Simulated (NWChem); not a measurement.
**Total energies of H₄Si**

SMILES: [SiH4]
```xyz
5

Si     0.0000     0.0000     0.0000
H      1.2187     0.0000     0.8618
H     -1.2187     0.0000     0.8618
H      0.0000    -1.2187    -0.8618
H      0.0000     1.2187    -0.8618
```
Charge 0, spin multiplicity 1.

All runs are NWChem calculations. The geometry was optimised at PBE0/def2-SVP, a minimum by its harmonic frequencies.

Basis set: 3-21G (21 functions).

```json
[
 {"method": "RHF", "total energy (Ha)": "-289.68693"},
 {"method": "MP2", "total energy (Ha)": "-289.75036"},
 {"method": "B2PLYP", "total energy (Ha)": "-290.16319"},
 {"method": "PBE", "total energy (Ha)": "-290.15400"},
 {"method": "B3LYP", "total energy (Ha)": "-290.34585"},
 {"method": "BLYP", "total energy (Ha)": "-290.30125"},
 {"method": "CCSD(T)", "total energy (Ha)": "-289.77468"}
]
```

Total energies of different functionals aren't comparable as a measure of quality: only differences taken within one method are. 

The correlated methods keep 5 core orbitals frozen. B3LYP has NWChem's definition, with VWN1-RPA local correlation. The structure started from a generated list of species. No row is a measurement; the coupled-cluster row has its own basis-set and correlation limits.
